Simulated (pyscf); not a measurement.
# 1,1-elimination: [HGa–AsH₂]• → HGa=As• + H₂

Gas phase, doublet surface, charge 0. Bonds broken: As2–H3, As2–H4. Bonds formed: H3–H4. Single points on ωB97X-D3(BJ)/def2-SVP structures (PySCF, gas phase).

Transition state (Å):

```xyz
5

Ga     0.4341    -0.7586    -1.0478
As     1.0716     1.3015    -0.2983
H     -0.4524     1.2852     0.9837
H     -0.7885     1.6233     0.3355
H      1.1398    -1.8133    -1.9727
```

One imaginary mode, 849i cm⁻¹; descent along it reached the two sides named, in the forms told below.

| bond | change | reactant side (Å) | saddle | product side |
|---|---|---|---|---|
| As2–H3 | breaks | 1.522 | 1.992 | 3.6 |
| As2–H4 | breaks | 1.522 | 1.991 | 4.0 |
| H3–H4 | forms | 2.187 | 0.805 | 0.768 |

Electronic energies relative to the reactant's lowest minimum found (eV):

```json
[
 {"level": "ωB97X-D3(BJ)/def2-TZVP", "barrier": "1.89", "reaction energy": "+0.94", "reverse barrier": "0.95"},
 {"level": "PBE/def2-TZVP", "barrier": "1.58", "reaction energy": "+0.83", "reverse barrier": "0.76"},
 {"level": "r²SCAN/def2-TZVP", "barrier": "1.73", "reaction energy": "+0.86", "reverse barrier": "0.87"},
 {"level": "B3LYP-D3(BJ)/def2-TZVP", "barrier": "1.70", "reaction energy": "+0.81", "reverse barrier": "0.89"},
 {"level": "PBE0-D3(BJ)/def2-TZVP", "barrier": "1.77", "reaction energy": "+0.95", "reverse barrier": "0.83"},
 {"level": "M06-2X/def2-TZVP", "barrier": "1.73", "reaction energy": "+0.74", "reverse barrier": "1.00"},
 {"level": "ωB97M-D3(BJ)/def2-TZVP", "barrier": "1.83", "reaction energy": "+0.89", "reverse barrier": "0.94"},
 {"level": "HF/def2-TZVP", "barrier": "2.05", "reaction energy": "+0.84", "reverse barrier": "1.21"}
]
```

With ωB97M-D3(BJ)/def2-TZVP energies and thermal terms (ideal gas, 1 atm, RRHO with modes under 100 cm⁻¹ raised to 100, one conformer, R ln 2 for chiral ones without a mode under 150 cm⁻¹), in eV:

| T (K) | ΔH‡ | ΔG‡ | ΔH | ΔG |
|---|---|---|---|---|
| 298 | 1.78 | 1.81 | +0.84 | +0.58 |
| 600 | 1.77 | 1.84 | +0.86 | +0.31 |
| 900 | 1.76 | 1.87 | +0.86 | +0.04 |
| 1200 | 1.74 | 1.91 | +0.84 | -0.23 |

On the reactant side the descent ends in a point that may be a rotor saddle (no frequency run), 0.07 eV over the lowest minimum found and 1.82 eV under the saddle at ωB97X-D3(BJ)/def2-TZVP. This saddle turned up in a search for another step; its sides and bond changes are read from the two ends of the descent. The same reactants have a lower exit, to H₂Ga–AsH• (barrier +1.17 eV at ωB97M-D3(BJ)/def2-TZVP, against +1.83 eV here). HGa=As• lies 0.45 eV over its isomer [Ga=AsH]• (electronic energy, ωB97M-D3(BJ)/def2-TZVP). One saddle was located; it need not be the lowest between these sides. The term symbol of open-shell HGa=As• was not checked; spin-orbit terms and orbital degeneracy are left out. Elements up to Kr have no core potential and no relativistic terms here.
